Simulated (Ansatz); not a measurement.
**Si3H5 (doublet): from a generated start to a stationary point**

Aim: relax a generated start of Si3H5 (doublet) and see which bonds hold.

The runs use Ansatz 0.2.0, Gaussian basis; UKS PBE0/def2-SVP.

### Step 1. Starting geometry

8 atoms, charge 0, spin multiplicity 2.

Atoms are counted from 1 here; the program's logs count them from 0.

Bond lengths: Si1–Si2 2.341 Å, Si1–Si3 2.341 Å, Si1–H4 1.466 Å, Si2–Si3 2.341 Å, Si2–H5 1.466 Å, Si2–H6 1.466 Å, Si3–H7 1.466 Å, Si3–H8 1.467 Å. Angles: Si2–Si1–Si3 60.0°, Si2–Si1–H4 121.7°, Si3–Si1–H4 121.7°, Si1–Si2–Si3 60.0°, Si1–Si2–H5 121.7°, Si1–Si2–H6 121.5°, Si3–Si2–H5 121.7°, Si3–Si2–H6 121.5°, H5–Si2–H6 105.5°, Si1–Si3–Si2 60.0°, Si1–Si3–H7 121.8°, Si1–Si3–H8 121.5°, Si2–Si3–H7 121.8°, Si2–Si3–H8 121.4°, H7–Si3–H8 105.5°.

The start is a generated structure. Sticks and bond lists go by distance. 

### Step 2. Relaxation

Contents of in.yaml:

```yaml
crystal:
  periodic: [false, false, false]
  atoms:
    - {symbol: Si, position_ang: [-1.204670, -0.173890, -0.587280]}
    - {symbol: Si, position_ang: [0.907660, 0.834130, -0.553880]}
    - {symbol: Si, position_ang: [0.298790, -0.664230, 1.138350]}
    - {symbol: H, position_ang: [-1.566880, -1.169770, -1.600270]}
    - {symbol: H, position_ang: [1.935900, 0.502400, -1.544600]}
    - {symbol: H, position_ang: [1.069060, 2.266830, -0.285830]}
    - {symbol: H, position_ang: [0.925930, -1.983370, 1.263940]}
    - {symbol: H, position_ang: [0.061140, -0.210780, 2.512620]}
basis:
  gaussian: {orbitals: def2-SVP}
magnetization: {spin_polarized: true, initial_magnetization: 1}
hamiltonian: {xc: pbe0}
relax: {f_tol: 0.01, max_steps: 150}
```

The run is started by

```sh
$ ansatz run in.yaml --threads 1 --pin off --events-out ev --progress --plain --max-ram 15360MiB --backend cuda --devices 0, --max-vram 18GiB
```

What does the calculation give? Wanted: energy gained; shift from the start; total energy; dipole moment; ⟨S²⟩.

As calculated:

| quantity | value |
| --- | --- |
| steps | 10 |
| energy gained | 0.134 eV |
| shift from the start (rms) | 0.221 Å |
| total energy | -23694.5732 eV |
| dipole moment | 0.48 D |
| ⟨S²⟩ | 0.757 |

**Reading.** The bonds of the start are those of the end. Si2–Si3 went from 2.341 to 2.395 Å. No vibrations were run, so this is a stationary point, not a proven minimum, and this spin need not be the ground state's.
